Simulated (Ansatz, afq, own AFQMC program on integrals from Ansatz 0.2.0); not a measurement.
**CH2B, doublet: AFQMC among the cluster methods**

| atom | x (Å) | y (Å) | z (Å) |
| --- | --- | --- | --- |
| B | 0.0000 | 0.0000 | 1.1078 |
| C | 0.0000 | 0.0000 | -0.7722 |
| H | 0.0000 | -0.9252 | -1.3405 |
| H | 0.0000 | 0.9252 | -1.3405 |

Connectivity, by distances: B–CH2.

Basis cc-pVDZ. Only valence electrons are correlated. Integrals, coupled cluster, full CI and functionals: Ansatz 0.2.0; the random walks run on the same integrals in our own AFQMC program. ph-AFQMC/CISD is guided by a CISD state made of CCSD amplitudes; releasing the constraint for a short imaginary time cuts its bias at the price of noise, slowly where states lie close. Error bars are statistical, one sigma.

Determinant: ROHF, the one that the program's search chose, which needn't be the lowest solution. The geometry is a point of a scan.

No full CI on the walks' own integrals is used here; CCSDT(Q) serves as the reference and is uncertain by about the last step of the cluster series.

Cautions: higher spins were not checked; a spin-contaminated unrestricted determinant lies lower (UHF 197 meV lower, ⟨S²⟩ 1.11).

- T1 diagnostic: 0.0216
- weight of the determinant in the CISD state: 0.867
- size of the correlated space: 9 electrons in 36 orbitals

Reference: CCSDT(Q), correlation energy -6.102 eV. The released energy is read at 2.40 1/Eh (meV from the phaseless value at times in 1/Eh: -4 ± 15 at 0.24, -7 ± 15 at 0.51, -27 ± 17 at 0.99, -40 ± 23 at 1.62, -48 ± 30 at 2.40).

```json
{"level": "HF", "E − E(reference) (mEh)": "224.23", "share of correlation (%)": "0.00"}
{"level": "MP2", "E − E(reference) (mEh)": "48.14", "share of correlation (%)": "78.53"}
{"level": "CCSD", "E − E(reference) (mEh)": "7.71", "share of correlation (%)": "96.56"}
{"level": "CCSD(T)", "E − E(reference) (mEh)": "1.57", "share of correlation (%)": "99.30"}
{"level": "CCSDT", "E − E(reference) (mEh)": "0.38", "share of correlation (%)": "99.83"}
{"level": "ph-AFQMC/CISD", "E − E(reference) (mEh)": "1.01 ± 0.65", "share of correlation (%)": "99.55"}
{"level": "released AFQMC", "E − E(reference) (mEh)": "-0.75 ± 1.11", "share of correlation (%)": "100.33"}
```

A walk keeps the symmetry of its determinant, which the program's search chose and which needn't be the lowest solution, so a lower state of the same spin and another symmetry isn't excluded. Released energies are given only where the last usable release times agree within the noise; a slower fall can still hide under it.
